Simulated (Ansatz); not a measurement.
# FH5OSi (built from SMILES F[SiH3].O): search for a transition state

Wanted: the transition state of a four-centre ligand exchange (form Si1–O7, F2–H6 and break Si1–F2, H6–O7). The guess is relaxed with those distances held, a saddle search follows, and vibrations and two downhill relaxations check it.

Computed with Ansatz 0.2.0, Gaussian basis. Level: PBE0-D4, def2-SVP first, then def2-TZVP.

31 further runs of the same task are left out: 31 set aside as unsound or not needed.

## 1. Where the work starts

The guess: 8 atoms, charge 0, spin multiplicity 1.

Atoms are counted from 1 here; the program's logs count them from 0.

Bond lengths: Si1–H3 1.447 Å, Si1–H4 1.454 Å, Si1–H5 1.475 Å, O7–H8 0.955 Å. Angles: H3–Si1–H4 129.7°, H3–Si1–H5 105.8°, H4–Si1–H5 105.0°.

As a file:

```
atom     x (Å)     y (Å)     z (Å)
 Si1  -0.56940   0.46180  -0.32520
  F2  -0.50940  -1.51500  -0.00130
  H3  -0.80490   0.03950  -1.68930
  H4  -1.45800   0.42250   0.82500
  H5  -0.11790   1.86340  -0.41100
  H6   0.63670  -1.22010   0.21580
  O7   1.32070  -0.14890   0.24050
  H8   1.50220   0.09690   1.14560
```

Distances that are to change: Si1–O7 2.07 Å, F2–H6 1.20 Å, Si1–F2 2.00 Å, H6–O7 1.27 Å.

## 2. Relaxing the guess with the reacting distances held

Contents of hold/in.yaml:

```yaml
crystal:
  periodic: [false, false, false]
  atoms:
    - {symbol: Si, position_ang: [-0.569400, 0.461800, -0.325200]}
    - {symbol: F, position_ang: [-0.509400, -1.515000, -0.001300]}
    - {symbol: H, position_ang: [-0.804900, 0.039500, -1.689300]}
    - {symbol: H, position_ang: [-1.458000, 0.422500, 0.825000]}
    - {symbol: H, position_ang: [-0.117900, 1.863400, -0.411000]}
    - {symbol: H, position_ang: [0.636700, -1.220100, 0.215800]}
    - {symbol: O, position_ang: [1.320700, -0.148900, 0.240500]}
    - {symbol: H, position_ang: [1.502200, 0.096900, 1.145600]}
basis:
  gaussian: {orbitals: def2-SVP}
hamiltonian: {xc: pbe0, dispersion: d4}
relax: {f_tol: 0.08, max_steps: 120, escape_saddle: false, constraints: [{distance: [0, 6]}, {distance: [1, 5]}, {distance: [0, 1]}, {distance: [5, 6]}]}
```

No record of the launch command was kept for these runs.

Further steps of the session: Saddle search in the small basis; Saddle search in triple zeta; Vibrations at the point found; Relaxing after a step of 0.30 Å one way along the mode; Relaxing after a step of 0.30 Å the other way along the mode.

Q: Predict the outcome of this session. Wanted: imaginary mode; barrier from the start side; barrier from the end side; energy of the step; pairs that change; zero-point energy at the saddle.

As calculated:

```
                       quantity                                                     value
                 imaginary mode                                                 604i cm⁻¹
    barrier from the start side                                             27.6 kcal/mol
      barrier from the end side                                             22.6 kcal/mol
             energy of the step                                             +5.0 kcal/mol
              pairs that change  Si1–O7 formed, F2–H6 formed, Si1–F2 broken, H6–O7 broken
zero-point energy at the saddle                                                  1.372 eV
```

What this shows: The point has a single imaginary mode (604i cm⁻¹), as a transition state must. The two relaxations end on the structures that were planned. At PBE0-D4/def2-TZVP the electronic barrier is 27.6 kcal/mol, about 47 kT at 298 K, and the step runs 5.0 kcal/mol uphill. A step off the saddle overshot and began above it in energy, so the link to its end is likely but not proven.
